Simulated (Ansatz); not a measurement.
ZnSnAs₂, treated with PBE0 (Ansatz, a quantum-chemistry and plane-wave program, plane waves, PAW).

Numerical settings: plane-wave cutoff 520 eV, 6×6×6 k mesh, Fermi–Dirac smearing 0.01 eV, scalar-relativistic PAW data made under PBE.

Starting structure:

```
CELL_PARAMETERS angstrom
     -2.92500     2.92500     5.85000
      2.92500    -2.92500     5.85000
      2.92500     2.92500    -5.85000
ATOMIC_POSITIONS crystal
  Zn 0.00000 0.00000 0.00000
  Zn 0.75000 0.25000 0.50000
  Sn 0.50000 0.50000 0.00000
  Sn 0.25000 0.75000 0.50000
  As 0.87500 0.86700 0.49200
  As 0.13300 0.62500 0.00800
  As 0.37500 0.38300 0.50800
  As 0.61700 0.12500 0.99200
```

Q: Into what structure does the relaxation of cell and atoms lead at this level, with the symmetry of the start kept?

A: The volume grows by 1.6 %; final space group I-42d.
```
CELL_PARAMETERS angstrom
     -2.93921     2.93921     5.88771
      2.93921    -2.93921     5.88771
      2.93921     2.93921    -5.88771
ATOMIC_POSITIONS crystal
  Zn 0.00000 0.00000 0.00000
  Zn 0.75000 0.25000 0.50000
  Sn 0.50000 0.50000 0.00000
  Sn 0.25000 0.75000 0.50000
  As 0.87500 0.89457 0.51957
  As 0.10543 0.62500 0.98043
  As 0.37500 0.35543 0.48043
  As 0.64457 0.12500 0.01957
```
